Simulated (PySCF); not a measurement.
Electric properties by functional and basis

Species: Cl₂.
InChI=1S/Cl2/c1-2

PySCF, dipoles from the SCF density, polarisabilities from static response with core orbitals frozen. Isolated species at its PBE0-D3(BJ)/def2-SVP geometry, gas phase.

Reference polarisability: 4.610 Å³ (measured, gas; NIST CCCBDB Release 22 (SRD 101), experimental polarizabilities). Reference polarisability: 4.502 Å³ (computed, CCSD(T)/CBS, static electronic, isotropic average, equilibrium geometry, gas; Hait, Head-Gordon, Phys. Chem. Chem. Phys. 20 (2018) 19800). Errors are taken against the first value of each kind. The anisotropy is √(½[(α1 − α2)² + (α2 − α3)² + (α3 − α1)²]).

```
              level  α (Å³)  error (%)  anisotropy (Å³)
      LDA/def2-SVPD    4.63       +0.5             2.43
      PBE/def2-SVPD    4.63       +0.3             2.44
    B3LYP/def2-SVPD    4.57       -0.9             2.55
     PBE0/def2-SVPD    4.51       -2.2             2.52
BHandHLYP/def2-SVPD    4.47       -3.0             2.66
CAM-B3LYP/def2-SVPD    4.53       -1.6             2.58
  wB97X-D/def2-SVPD    4.48       -2.9             2.53
  LC-wPBE/def2-SVPD    4.43       -3.8             2.54
       HF/def2-SVPD    4.43       -4.0             2.87
        PBE0/6-31G*    2.69      -41.7             3.34
      PBE0/def2-SVP    2.60      -43.7             3.03
       PBE0/6-31+G*    3.12      -32.3             2.99
   PBE0/aug-cc-pVDZ    4.33       -6.1             2.59
     PBE0/def2-TZVP    3.39      -26.5             3.15
    PBE0/def2-TZVPD    4.62       +0.3             2.60
   PBE0/aug-cc-pVTZ    4.55       -1.3             2.60
```

For the polarisability, the smallest error is 0.3% (PBE0/def2-TZVPD and PBE/def2-SVPD) and the largest 43.7% (PBE0/def2-SVP). The dipole stays under 0.05 D at every level. In one basis (def2-SVPD) the functionals order the polarisability from HF (lowest) to LDA (highest), a spread of 5%. With PBE0 the polarisability is 2.89 Å³ without diffuse functions (mean of 6-31G*, def2-SVP and def2-TZVP) and 4.23 Å³ with them (mean of 6-31+G*, def2-SVPD, aug-cc-pVDZ, def2-TZVPD and aug-cc-pVTZ). Measured values can belong to vibrating molecules; the computed ones are for one fixed geometry.
